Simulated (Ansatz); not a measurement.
## Worked example: the barrier

An elementary step of CH9NSi, closed shell (CH₆Si ([CH3][SiH3]) + NH₃ → CH₇NSi ([CH3][SiH2][NH2]) + H₂; bonds formed: Si1–N7, H2–H6; bonds broken: Si1–H2, H6–N7). “Start” is the structure reached by relaxing down from the saddle towards the reactants; PBE0-D4/def2-TZVP structures. The saddle:

| atom | x (Å) | y (Å) | z (Å) |
| --- | --- | --- | --- |
| Si1 | -0.6545 | 0.1024 | 0.0344 |
| H2 | 0.0553 | -1.6126 | -0.3631 |
| H3 | -1.9668 | -0.5817 | -0.0647 |
| H4 | -1.0805 | 1.5598 | -0.0134 |
| C5 | 0.3693 | 0.0446 | 1.5996 |
| H6 | 0.3940 | -0.9492 | -1.2738 |
| N7 | 0.2745 | 0.1825 | -1.6066 |
| H8 | 0.0472 | 0.8127 | 2.3068 |
| H9 | 0.3207 | -0.9404 | 2.0643 |
| H10 | 1.4186 | 0.2351 | 1.3549 |
| H11 | 1.1102 | 0.7576 | -1.6126 |
| H12 | -0.2880 | 0.3891 | -2.4257 |

Program: Ansatz 0.2.0. Basis: def2-TZVPP and def2-QZVPP. Cores are frozen in the correlated methods.

Energies in eV:

| quantity | saddle | start |
| --- | --- | --- |
| Hartree–Fock, triple zeta (X = 3) | -10515.75552 | -10518.37073 |
| Hartree–Fock, quadruple zeta (X = 4) | -10516.14744 | -10518.75799 |
| MP2 correlation, X = 3 | -15.76299 | -15.14110 |
| MP2 correlation, X = 4 | -16.79662 | -16.16261 |
| CCSD(T) correlation, X = 3 | -17.63175 | -17.06321 |

Work out the barrier at the basis limit: extrapolate Hartree–Fock as E(X) = E∞ + A exp(−7.88 √X) and the MP2 correlation as E(X) = E∞ + B X^−2.97 (the exponents that Neese and Valeev fitted for def2-TZVPP and QZVPP), then add CCSD(T) − MP2 in triple zeta.

Each step is linear, so take the differences first (saddle − start): Hartree–Fock 2.61521 (X = 3) and 2.61055 (X = 4); MP2 correlation -0.62189 and -0.63401; CCSD(T) correlation -0.56854.
Two points give E∞ = E(4) + w [E(4) − E(3)], with w = 1/(exp(7.88 (2 − √3)) − 1) = 0.1377 for Hartree–Fock and w = 1/((4/3)^2.97 − 1) = 0.7407 for the correlation.
Hartree–Fock: 2.61055 + 0.1377 × (-0.00466) = 2.6099 eV.
MP2 correlation: -0.63401 + 0.7407 × (-0.01212) = -0.6430 eV.
CCSD(T) − MP2: -0.56854 − (-0.62189) = 0.0534 eV.
Sum: 2.6099 + (-0.6430) + 0.0534 = 2.0203 eV, or 46.59 kcal/mol. Plain CCSD(T) in triple zeta gives 2.0467 eV, so the larger basis shifts the result by -0.0264 eV.

T1 diagnostic: at most 0.011.

Labels in which every atom is bracketed show which atoms are joined, not bond orders.

For scale, one of the runs: CCSD(T)/def2-TZVPP, 230 basis functions, launched by `ansatz run in.yaml --threads 4 --pin off --events-out ev --progress --plain --max-ram 9574MiB`. Hardware: 4 CPU threads of an Arm Neoverse V1, shared host. Wall time 58 s; peak host memory 3.9 GiB.
